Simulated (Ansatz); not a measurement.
Two isomers of C2H3O2: A = `[CH2]C(=O)O`•, B = `CO[C]=O`•.

Calculated with Ansatz (gas phase, PBE0-D4/def2-TZVP geometries, no zero-point term in ΔE). CCSD(T)/CBS adds triple-zeta CCSD(T) − MP2 to the extrapolated MP2 energy (def2 sets, frozen cores). Functionals use def2-TZVPP. B3LYP here is the variant with VWN-RPA as its local correlation; programs differ in this. No spin–orbit coupling; open shells (•) take unrestricted orbitals. Each species was taken in one conformer, which may not be the lowest.

A:

Z-matrix (Å, degrees):
```
C
C 1 1.441
H 1 1.080 2 118.0
H 1 1.081 2 121.1 3 180.0
O 2 1.211 1 124.6 3 0.0
O 2 1.350 1 112.9 3 -180.0
H 6 0.967 2 106.3 1 -180.0
```

B:

Z-matrix (Å, degrees):
```
C
O 1 1.448
H 1 1.090 2 109.7
H 1 1.086 2 105.6 3 119.6
H 1 1.090 2 109.7 3 -120.8
C 2 1.306 1 115.6 3 60.4
O 6 1.183 2 131.1 1 0.0
```

**Question.** Which is lower in electronic energy at CCSD(T)/CBS, and by how much? (Best estimate.)

**Answer.** Computed: A, by 72.0 kJ/mol.

**Question.** Give E(B) − E(A) in kJ/mol with PBE0-D4, CCSD/def2-TZVPP, MP2/def2-TZVPP, r2SCAN-D4, HF/def2-TZVPP, PBE-D4, B3LYP. (An estimate is asked.)

**Answer.** The calculation gave: PBE0-D4 76.0, CCSD/def2-TZVPP 74.0, MP2/def2-TZVPP 64.5, r2SCAN-D4 77.7, HF/def2-TZVPP 87.0, PBE-D4 67.6, B3LYP 69.1. None reverses the order clearly.

**Question.** Does the order hold for the free energy at 298.15 K (harmonic terms from PBE0-D4)? (An estimate is asked.)

**Answer.** Ansatz gave: Yes: G(B) − G(A) = +72.7 kJ/mol, for one conformer each.

Largest T1 diagnostic: 0.020.

Leaving LDA and LC-ωPBE aside and taking each functional with its dispersion term where it has one, the values, not all of them listed here, spread over 20.0 kJ/mol, from BLYP-D4 to r2SCAN0-D4. From PBE to PBE0 (25 % exact exchange), in def2-TZVPP and without D4, E(B) − E(A) moves by +8.5 kJ/mol.
